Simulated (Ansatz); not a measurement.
**Mo: relaxation of cell and atoms**

Method: DFT, PBE, PAW with Ansatz's default frozen-core files, scalar-relativistic (Ansatz 0.2.0).

Command: `ansatz run input.yaml --threads 1 --pin off --max-ram 2048MiB --backend cpu --events-out ev --progress --plain --runs-dir out` The run took about 4.2 s on 1 thread of a shared machine.

```yaml
crystal:
  lattice:
    - [-1.5712789487, 1.5712789487, 1.5712789487]
    - [1.5712789487, -1.5712789487, 1.5712789487]
    - [1.5712789487, 1.5712789487, -1.5712789487]
  atoms:
    - { symbol: Mo, position: [0.0, 0.0, 0.0] }
kpoints:
  mp_grid: { grid: [16, 16, 16] }
scf:
  occupations: { method: fermi_dirac, width: 0.03 }
hamiltonian:
  xc: pbe
  pseudopotentials: { kind: paw }
output:
  forces: true
  stress: true
relax:
  f_tol: 0.005
  max_steps: 80
  cell: {}
```

The cell is built from the bcc type as a first guess.

The cutoff is 420 eV; energies and pressures of the walk include the program's estimate of the Pulay term.

Each frame lists the cell vectors (Å), then Cartesian positions (Å); symmetry keeps all forces zero. Free energies count from the first step, -4956.0237 eV.

The walk took 5 evaluations in all; steps that aren't listed are left out.

Step 1: E = 0.0 meV, P = 4.49 GPa

```
cell -1.5713 1.5713 1.5713 1.5713 -1.5713 1.5713 1.5713 1.5713 -1.5713
Mo    0.0000    0.0000    0.0000
```

Step 2:

```
cell -1.5966 1.5966 1.5966 1.5966 -1.5966 1.5966 1.5966 1.5966 -1.5966
Mo    0.0000    0.0000    0.0000
```

(1) Give the energy, pressure of step 2.

(2) How does the relaxation end?

## Answers

(1) E = +9.0 meV, P = -7.64 GPa, step rejected
```
Mo    0.0000    0.0000    0.0000
```

(2) It converges, with a = 3.160 Å, b = 3.160 Å, c = 3.160 Å, α = 90.00°, β = 90.00°, γ = 90.00° (conventional cell, space group Im-3m). The last solve (on a basis chosen afresh for the final cell, so its energy is not quite comparable) gives E = -3.6 meV, P = 0.00 GPa:
```
cell -1.5800 1.5800 1.5800 1.5800 -1.5800 1.5800 1.5800 1.5800 -1.5800
Mo    0.0000    0.0000    0.0000
```
